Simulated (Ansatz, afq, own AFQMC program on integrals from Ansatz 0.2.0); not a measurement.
**Where AFQMC and coupled cluster stand for BeLi⁻, singlet**

```xyz
2

Li    0.0000    0.0000    0.0000
Be    0.0000    0.0000    2.9360
```

Basis aug-cc-pVDZ. Noble-gas cores (and the filled d shells of Ga–Kr and In–Xe) are frozen. Integrals, coupled cluster, full CI and functionals: Ansatz 0.2.0; the random walks run on the same integrals in our own AFQMC program. ph-AFQMC/CISD is guided by a CISD state made of CCSD amplitudes; releasing the constraint for a short imaginary time cuts its bias at the price of noise, slowly where states lie close. ± is one standard error of the sampling.

Determinant: UHF, the one that the program's search chose, which needn't be the lowest solution. The geometry is a point of a scan.

Full CI on the same integrals is exact in this basis and with this determinant's frozen core.

Cautions: strong correlation (T1 0.111, weight of the determinant 0.75, largest double 0.10); unrestricted determinant spin contaminated (⟨S²⟩ 0.92 against 0.00).

```
T1 diagnostic                               : 0.1107
weight of the determinant in the CISD state : 0.751
⟨S²⟩ of the determinant                     : 0.920
size of the correlated space                : 4 electrons in 44 orbitals
```

Reference: full CI, correlation energy -1.768 eV. The released energy is read at 2.40 1/Eh (meV from the phaseless value at times in 1/Eh: 3 ± 15 at 0.24, -6 ± 15 at 0.51, -6 ± 14 at 0.99, 1 ± 12 at 1.62, -10 ± 11 at 2.40). The cautions show a poor starting determinant, so the rows tell how each method copes with it here, and full CI is the sure value.

```
         level  E − E(reference) (kJ/mol)  share of correlation (%)
            HF                      170.6                      0.00
           MP2                       80.5                     52.78
          CCSD                       18.4                     89.22
       CCSD(T)                       10.1                     94.08
         CCSDT                        1.7                     99.02
      CCSDT(Q)                        0.0                     99.99
   ph-AFQMC/HF                 10.6 ± 2.9                     93.79
 ph-AFQMC/CISD                  1.9 ± 1.6                     98.88
released AFQMC                  1.0 ± 1.1                     99.42
```

CCSDT and higher add their correlation energy to the determinant of the CCSD(T) run, since their own runs factorise the integrals more tightly (a shift of under 2 meV). A walk keeps the symmetry of its determinant, which the program's search chose and which needn't be the lowest solution, so a lower state of the same spin and another symmetry isn't excluded. Released energies are given only where the last usable release times agree within the noise; a slower fall can still hide under it.
